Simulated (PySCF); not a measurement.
Core-level binding energies of `[O-]/C=C/Cl`

Compound: C₂H₂ClO (charge -1).
Geometry (PBE0-D3(BJ)/def2-SVP, Å), atoms numbered from 1 in this order:
```
atom  x, y, z in Å
O1    -0.7539    0.3804   -0.4281
C2     0.3388   -0.2121   -0.5635
C3     1.6133    0.3241   -0.6316
Cl4    3.0407   -0.7175   -0.8337
H5     0.3596   -1.3466   -0.6492
H6     1.8484    1.3888   -0.5798
```

Computed, not measured: delta-SCF UKS SCAN, pcX-2 on the ionised atom, pcseg-1 elsewhere, spin-free X2C in PySCF 2.14.0. These are vertical core ionisation energies against the vacuum level, from separate self-consistent calculations with and without the core hole.

What binding energy does each computed site have?

```
atom(s)                  bonded to     level  binding energy (eV)  2p1/2 (eV)  above the level's lowest (eV)  count
     O1                          C      O 1s               530.42           –                           0.00      1
     C2   O, C (double bond) and H      C 1s               286.35           –                          +1.37      1
     C3  Cl, C (double bond) and H      C 1s               284.98           –                           0.00      1
    Cl4                          C  Cl 2p3/2               200.90      202.55                           0.00      1
    Cl4                          C     Cl 1s              2823.52           –                           0.00      1
```

The listed C 1s values span 1.37 eV, from C3 (bonded to Cl, C (double bond) and H) to C2 (bonded to O, C (double bond) and H).

Give the binding energy of Cl 1s of Cl4 in hartree and in kJ/mol.

2823.52 eV = 103.7624 Eh = 272428 kJ/mol.

The unrestricted hole states depart most from a pure doublet (⟨S²⟩ = 0.75; over 0.85 named) for C 1s of C2 (0.99), which makes this value less certain. The 2p values add to the ΔSCF energy of one spin-free hole a correction within the shell (spin–orbit coupling, ligand field). 2p1/2 minus 2p3/2 (ligand field included): Cl 1.65 eV. The species carries charge -1, so core ionisation leaves a neutral species. The basis sets have no added diffuse functions. Geometry: PBE0-D3(BJ)/def2-SVP; no solvent, vibrations or thermal averaging.
